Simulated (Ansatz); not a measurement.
C3H5ClO can be A, `ClCC1CO1`, or B, `OC/C=C/Cl`.

Computed with Ansatz on PBE0-D4/def2-TZVP structures; ΔE is electronic, products minus reactants. CCSD(T)/CBS adds triple-zeta CCSD(T) − MP2 to the extrapolated MP2 energy (def2 sets, frozen cores). DFT in def2-TZVPP. B3LYP here is the variant with VWN-RPA as its local correlation; programs differ in this. Each species was taken in one conformer, which may not be the lowest.

Task: Which isomer does CCSD(T)/CBS put lower? Give the gap. (An estimate is asked.)

Result: The calculation gave: B, by 40.8 kJ/mol.

Task: Give E(B) − E(A) in kJ/mol with PBE0-D4, HF/def2-TZVPP, B3LYP-D4, PBE-D4, B3LYP, CCSD/def2-TZVPP, MP2/def2-TZVPP. (Estimate.)

Result: Ansatz gave: PBE0-D4 -30.1, HF/def2-TZVPP -45.1, B3LYP-D4 -45.6, PBE-D4 -33.6, B3LYP -46.4, CCSD/def2-TZVPP -38.4, MP2/def2-TZVPP -33.5. None reverses the order clearly.

Largest T1 diagnostic: 0.011.

In def2-TZVPP, CCSD(T) changes the Hartree–Fock value by +6.3 kJ/mol (the triples alone add −0.4 kJ/mol) and MP2 by +11.6 kJ/mol. From PBE to PBE0 (25 % exact exchange), in def2-TZVPP and without D4, E(B) − E(A) moves by +3.6 kJ/mol.
